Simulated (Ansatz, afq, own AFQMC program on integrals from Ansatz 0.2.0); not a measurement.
# HCl, singlet in cc-pVTZ, levels against CCSDT(Q)

```
atom   x (Å)   y (Å)   z (Å)
  Cl  0.0000  0.0000  0.0000
   H  0.0000  0.0000  1.2788
```

Basis cc-pVTZ. Noble-gas cores (and the filled d shells of Ga–Kr and In–Xe) are frozen. Ansatz 0.2.0 and our own AFQMC program on the same integrals; the CISD trial comes from CCSD amplitudes, and released means the phaseless constraint is let go. Free projection: walkers drawn from exp(T), propagated without any constraint. Its projection time is finite, and what remains of the start isn't in its error. ± is one standard error of the sampling.

Determinant: RHF, the one that the program's search chose, which needn't be the lowest solution. The geometry is a PBE0/def2-TZVP stationary point of this or a neighbouring charge and spin state.

No full CI on the walks' own integrals is used here; CCSDT(Q) serves as the reference and is uncertain by about the last step of the cluster series.

The T1 diagnostic is 0.0057 and the weight of the determinant in the CISD state is 0.919. The size of the correlated space is 8 electrons in 43 orbitals.

```tsv
level	correlation energy (eV)
MP2	-5.5148
CCSD	-6.0623
CCSD(T)	-6.2708
```

(1) Estimate where AFQMC with the constraint released lies against CCSD(T) on the same integrals.

(1) 0.22 ± 0.27 kcal/mol below CCSD(T). The gap is under twice the noise, so this walk alone can't tell the two apart.

Reference: CCSDT(Q), correlation energy -6.292 eV. The released energy is read at 2.40 1/Eh (meV from the phaseless value at times in 1/Eh: 1 ± 8 at 0.24, -2 ± 8 at 0.51, -3 ± 9 at 0.99, 10 ± 9 at 1.62, 17 ± 12 at 2.40).

```
         level  E − E(reference) (kcal/mol)  share of correlation (%)
       CCSD(T)                         0.50                     99.66
         CCSDT                         0.19                     99.87
   ph-AFQMC/HF                 -1.46 ± 1.11                    101.01
 ph-AFQMC/CISD                 -0.11 ± 0.19                    100.07
released AFQMC                  0.28 ± 0.27                     99.81
    free AFQMC                 -0.74 ± 0.56                    100.51
```

Free projections are given only where their last times agree within the noise and don't stop above the reference; a slow remainder of the start can still hide under it. A walk keeps the symmetry of its determinant, which the program's search chose and which needn't be the lowest solution, so a lower state of the same spin and another symmetry isn't excluded. Released energies are given only where the last usable release times agree within the noise; a slower fall can still hide under it.
